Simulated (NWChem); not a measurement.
Program: NWChem. System: CH₃F, charge 0, spin multiplicity 1, displaced from the optimised geometry. Level: CR-CCSD(T)/cc-pVDZ, 2 core orbitals frozen, spin-restricted.

The NWChem input:

```
start mol
memory heap 100 mb stack 700 mb global 1900 mb
geometry units angstroms nocenter noautoz noautosym
  C      0.608765    -0.110645     0.000000
  F     -0.732677     0.133165     0.000000
  H      0.957651    -0.832157     1.121510
  H      0.887874    -0.687855    -0.897208
  H      1.165754     0.841092     0.000000
end
basis spherical
  * library cc-pvdz
end
scf
  rhf
  nopen 0
  maxiter 100
  thresh 1e-7
  semidirect memsize 60000000 filesize 0
end
tce
  freeze core 2
  cr-ccsd(t)
  2eorb
  2emet 13
  thresh 1e-6
  maxiter 100
  tilesize 24
end
task tce energy
```

Output (cleaned and shortened):

```
             Northwest Computational Chemistry Package (NWChem) 7.3.0
             --------------------------------------------------------

                                NWChem Input Module
                                -------------------

 Scaling coordinates for geometry "geometry" by  1.889725989
 (inverse scale =  0.529177249)

                             Geometry "geometry" -> ""
                             -------------------------

 Output coordinates in angstroms (scale by  1.889725989 to convert to a.u.)

  No.       Tag          Charge          X              Y              Z
 ---- ---------------- ---------- -------------- -------------- --------------
    1 C                    6.0000     0.60876500    -0.11064500     0.00000000
    2 F                    9.0000    -0.73267700     0.13316500     0.00000000
    3 H                    1.0000     0.95765100    -0.83215700     1.12151000
    4 H                    1.0000     0.88787400    -0.68785500    -0.89720800
    5 H                    1.0000     1.16575400     0.84109200     0.00000000

 Effective nuclear repulsion energy (a.u.)      36.6593054305

            Nuclear Dipole moment (a.u.)
            ----------------------------
        X                 Y               Z
 ---------------- ---------------- ----------------
     0.1318575206    -0.2726969088     0.4238693187


 Summary of "ao basis" -> "" (spherical)
 ------------------------------------------------------------------------------
       Tag                 Description            Shells   Functions and Types
 ---------------- ------------------------------  ------  ---------------------
 *                          cc-pvdz                   on all atoms

 Summary of "ao basis" -> "ao basis" (spherical)
 ------------------------------------------------------------------------------
       Tag                 Description            Shells   Functions and Types
 ---------------- ------------------------------  ------  ---------------------
 C                          cc-pvdz                  6       14   3s2p1d
 F                          cc-pvdz                  6       14   3s2p1d
 H                          cc-pvdz                  3        5   2s1p

                                 NWChem SCF Module
                                 -----------------

  ao basis        = "ao basis"
  functions       =    43
  atoms           =     5
  closed shells   =     9
  open shells     =     0
  charge          =   0.00
  wavefunction    = RHF
  use symmetry    = F
  symmetry adapt  = F

 Summary of "ao basis" -> "ao basis" (spherical)
 ------------------------------------------------------------------------------
       Tag                 Description            Shells   Functions and Types
 ---------------- ------------------------------  ------  ---------------------
 C                          cc-pvdz                  6       14   3s2p1d
 F                          cc-pvdz                  6       14   3s2p1d
 H                          cc-pvdz                  3        5   2s1p

 Forming initial guess at       0.1s

      Superposition of Atomic Density Guess
      -------------------------------------

 Sum of atomic energies:        -138.54784930

      Non-variational initial energy
      ------------------------------

 Total energy =    -139.028462
 1-e energy   =    -263.626938
 2-e energy   =      87.939170
 HOMO         =      -0.379922
 LUMO         =       0.095579

 Starting SCF solution at       0.3s

 ----------------------------------------------
         Quadratically convergent ROHF

 Convergence threshold     :          1.000E-07
 Maximum no. of iterations :          100
 Final Fock-matrix accuracy:          1.000E-09
 ----------------------------------------------

              iter       energy          gnorm     gmax       time
             ----- ------------------- --------- --------- --------
                 1     -138.9783230304  7.36D-01  2.75D-01      0.3
                 2     -139.0071394928  2.16D-01  6.85D-02      0.3
                 3     -139.0106656353  1.26D-02  2.73D-03      0.3
                 4     -139.0106839856  8.15D-05  2.33D-05      0.3
                 5     -139.0106839862  2.36D-09  6.66D-10      0.4

       Final RHF  results
       ------------------

         Total SCF energy =   -139.010683986164
      One-electron energy =   -264.905819252138
      Two-electron energy =     89.235829835509
 Nuclear repulsion energy =     36.659305430465

        Time for solution =      0.1s

             Final eigenvalues
             -----------------

              1
    1  -26.2845
    2  -11.3433
    3   -1.5988
    4   -0.9330
    5   -0.6992
    6   -0.6877
    7   -0.6675
    8   -0.5264
    9   -0.4768
   10    0.1681
   11    0.2302
   12    0.2551
   13    0.2996
   14    0.6121
   15    0.6273
   16    0.7316
   17    0.7337
   18    0.8312
   19    0.8361

                       ROHF Final Molecular Orbital Analysis
                       -------------------------------------

 Vector    7  Occ=2.000000D+00  E=-6.674680D-01
              MO Center= -2.4D-01, -1.6D-02,  1.0D-01, r^2= 1.3D+00
   Bfn.  Coefficient  Atom+Function         Bfn.  Coefficient  Atom+Function
  ----- ------------  ---------------      ----- ------------  ---------------
    18      0.404918  2 F  px                20     -0.338991  2 F  pz
    21      0.273103  2 F  px                 4     -0.253888  1 C  px
    23     -0.231399  2 F  pz

 Vector    8  Occ=2.000000D+00  E=-5.263528D-01
              MO Center=  3.4D-01,  3.6D-02, -1.7D-01, r^2= 1.6D+00
   Bfn.  Coefficient  Atom+Function         Bfn.  Coefficient  Atom+Function
  ----- ------------  ---------------      ----- ------------  ---------------
    19      0.353935  2 F  py                 5     -0.307719  1 C  py
    34      0.290951  4 H  s                 39     -0.290950  5 H  s
    22      0.269974  2 F  py                20      0.207694  2 F  pz
     6     -0.180574  1 C  pz                23      0.158425  2 F  pz

 Vector    9  Occ=2.000000D+00  E=-4.767997D-01
              MO Center=  5.5D-01, -3.5D-01,  4.3D-01, r^2= 1.6D+00
   Bfn.  Coefficient  Atom+Function         Bfn.  Coefficient  Atom+Function
  ----- ------------  ---------------      ----- ------------  ---------------
    29      0.358318  3 H  s                  6      0.309286  1 C  pz
    20     -0.277731  2 F  pz                30      0.227022  3 H  s
    23     -0.223474  2 F  pz                 5     -0.180995  1 C  py
    19      0.162767  2 F  py                 9      0.152064  1 C  pz

 Vector   10  Occ=0.000000D+00  E= 1.680624D-01
              MO Center=  1.0D+00, -4.1D-01,  3.8D-01, r^2= 4.0D+00
   Bfn.  Coefficient  Atom+Function         Bfn.  Coefficient  Atom+Function
  ----- ------------  ---------------      ----- ------------  ---------------
     3      1.742787  1 C  s                 30     -1.103827  3 H  s
    35     -0.767551  4 H  s                 40     -0.767543  5 H  s
     7      0.387740  1 C  px                 9      0.237982  1 C  pz
     8     -0.210124  1 C  py

 Vector   11  Occ=0.000000D+00  E= 2.301864D-01
              MO Center=  1.1D+00, -2.4D-01,  7.9D-02, r^2= 4.2D+00
   Bfn.  Coefficient  Atom+Function         Bfn.  Coefficient  Atom+Function
  ----- ------------  ---------------      ----- ------------  ---------------
    35     -1.217876  4 H  s                 40     -1.217855  5 H  s
    30      1.148495  3 H  s                  3      0.989340  1 C  s
     9     -0.965857  1 C  pz                 8      0.520431  1 C  py
     6     -0.310068  1 C  pz                 7      0.254912  1 C  px
     5      0.171379  1 C  py

 Vector   12  Occ=0.000000D+00  E= 2.550502D-01
              MO Center=  1.2D+00,  1.5D-01, -6.2D-01, r^2= 3.9D+00
   Bfn.  Coefficient  Atom+Function         Bfn.  Coefficient  Atom+Function
  ----- ------------  ---------------      ----- ------------  ---------------
    35      1.807926  4 H  s                 40     -1.807968  5 H  s
     8      1.139228  1 C  py                 9      0.668502  1 C  pz
     5      0.293920  1 C  py                 7      0.207064  1 C  px
     6      0.172472  1 C  pz

 center of mass
 --------------
 x =  -0.19883068 y =   0.02876921 z =   0.01255622

 moments of inertia (a.u.)
 ------------------
          15.859267452599          10.848468034222          -1.083329544926
          10.848468034222          69.403339627329           1.150020374394
          -1.083329544926           1.150020374394          70.425506243876

  Mulliken analysis of the total density
  --------------------------------------

    Atom       Charge   Shell Charges
 -----------   ------   -------------------------------------------------------
    1 C    6     5.81   2.00  0.66  0.45  1.83  0.75  0.11
    2 F    9     9.32   2.00  0.89  1.02  3.32  2.08  0.01
    3 H    1     0.97   0.64  0.30  0.02
    4 H    1     0.95   0.76  0.16  0.03
    5 H    1     0.95   0.76  0.16  0.03

       Multipole analysis of the density wrt the origin
       ------------------------------------------------

     L   x y z        total         open         nuclear
     -   - - -        -----         ----         -------
     0   0 0 0     -0.000000      0.000000     18.000000

     1   1 0 0      0.731958      0.000000      0.131858
     1   0 1 0     -0.069691      0.000000     -0.272697
     1   0 0 1     -0.107942      0.000000      0.423869

     2   2 0 0     -9.312078      0.000000     36.136697
     2   1 1 0      0.165636      0.000000     -6.104311
     2   1 0 1     -0.145260      0.000000      0.990640
     2   0 2 0     -8.922578      0.000000      7.521075
     2   0 1 1      0.038737      0.000000     -1.128897
     2   0 0 2     -8.890734      0.000000      7.366273

                   NWChem Extensible Many-Electron Theory Module
                   ---------------------------------------------


            General Information
            -------------------
      Number of processors :     1
         Wavefunction type : Restricted Hartree-Fock
          No. of electrons :    18
           Alpha electrons :     9
            Beta electrons :     9
           No. of orbitals :    86
            Alpha orbitals :    43
             Beta orbitals :    43
        Alpha frozen cores :     2
         Beta frozen cores :     2
     Alpha frozen virtuals :     0
      Beta frozen virtuals :     0
         Spin multiplicity : singlet
    Number of AO functions :    43
       Number of AO shells :    21
        Use of symmetry is : off
      Symmetry adaption is : off
         Schwarz screening : 0.10D-09

          Correlation Information
          -----------------------
          Calculation type : Coupled-cluster singles & doubles w/ perturbation
   Perturbative correction : Completely renormalized (T)
            Max iterations :      100
        Residual threshold : 0.10D-05
     T(0) DIIS level shift : 0.00D+00
     L(0) DIIS level shift : 0.00D+00
     T(1) DIIS level shift : 0.00D+00
     L(1) DIIS level shift : 0.00D+00
     T(R) DIIS level shift : 0.00D+00
     T(I) DIIS level shift : 0.00D+00
   CC-T/L Amplitude update :  5-th order DIIS
                I/O scheme : Global Array Library
        L-threshold :  0.10D-05
        EOM-threshold :  0.10D-05
 no EOMCCSD initial starts read in
 TCE RESTART OPTIONS
 SLICE:      F
 D4D5:       F
 quantumc:   F
 qrotation:  F
 pwtce:      F
 qducc:      F
 nacto:                         0
 nrotv:                         0
 nrot:                          0

            Memory Information
            ------------------
          Available GA space size is     249034951 doubles
          Available MA space size is     104855172 doubles

 Maximum block size supplied by input
 Maximum block size        24 doubles

 tile_dim =     17

 -------------------------------------------------

 Global array virtual files algorithm will be used

 Parallel file system coherency ......... OK

 4-electron integrals stored in orbital form

 v2    file size   =           806501
 4-index algorithm nr.  13 is used
 imaxsize =       30
 imaxsize ichop =        0


CCSD iterations
 ---------------------------------------------------------
 Iter          Residuum       Correlation     Cpu    Wall
 ---------------------------------------------------------
    1   0.1483126600150  -0.3386283298791     0.1     0.1
    2   0.0418453036498  -0.3532504883759     0.1     0.1
    3   0.0154791013710  -0.3594567495715     0.1     0.1
    4   0.0065747516724  -0.3609604269517     0.1     0.1
    5   0.0029044704979  -0.3616153933694     0.1     0.1
    6   0.0006921513602  -0.3619718116013     0.1     0.1
    7   0.0002803484710  -0.3620237295992     0.1     0.1
    8   0.0001354015818  -0.3620256617618     0.1     0.1
    9   0.0000670214001  -0.3620264475021     0.1     0.1
   10   0.0000347769553  -0.3620277968401     0.1     0.1
   11   0.0000056051103  -0.3620283998421     0.1     0.1
   12   0.0000021432585  -0.3620289002186     0.1     0.1
   13   0.0000009446109  -0.3620290579706     0.1     0.1
 -----------------------------------------------------------------
 Iterations converged
 CCSD correlation energy / hartree =        -0.362029057970645
 CCSD total energy / hartree       =      -139.372713044134628

 Singles contributions

 Doubles contributions
 CR-CCSD(T)

 CR-CCSD[T]  correction energy / hartree =        -0.006406592747088
 CR-CCSD[T] correlation energy / hartree =        -0.368435650717733
 CR-CCSD[T] total energy / hartree       =      -139.379119636881711
 CR-CCSD(T)  correction energy / hartree =        -0.005948235643121
 CR-CCSD(T) correlation energy / hartree =        -0.367977293613766
 CR-CCSD(T) total energy / hartree       =      -139.378661279777759

 Task  times  cpu:        9.5s     wall:        9.5s

 Total times  cpu:        9.6s     wall:        9.6s
```
